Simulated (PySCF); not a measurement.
# Working out the ionisation energy of B

B [He] 2s2 2p1 (2P) → B⁺ [He] 2s2 (1S). Computed with PySCF 2.14 in x2c-SVPall, with scalar relativity by spin-free X2C-1e. Frozen: 1s2. Energies in hartree (1 hartree = 27.21139 eV):

```
            part   B (lower)  B⁺ (upper)
             UHF  -24.507213  -24.208699
CCSD correlation   -0.056899   -0.059285
             (T)   -0.000848    0.000000
```

**Question.** What does Hartree-Fock give?

**Answer.** (-24.208699) − (-24.507213) = 0.298514 hartree = 8.123 eV.

**Question.** What do CCSD and CCSD(T) give?

**Answer.** The CCSD correlation energies differ by -0.002386 hartree = -0.065 eV and the triples by 0.000848 hartree = 0.023 eV, so CCSD gives 8.058 eV and CCSD(T) 8.081 eV.

Measured between the centres of the two terms (NIST): 8.297 eV, so CCSD(T) (valence) is off by -0.216 eV.

A double-zeta basis recovers only part of the correlation energy.

The coupled-cluster amplitudes are large, so a single reference is strained.

What remains against the reference includes basis incompleteness, the frozen core and higher excitations.
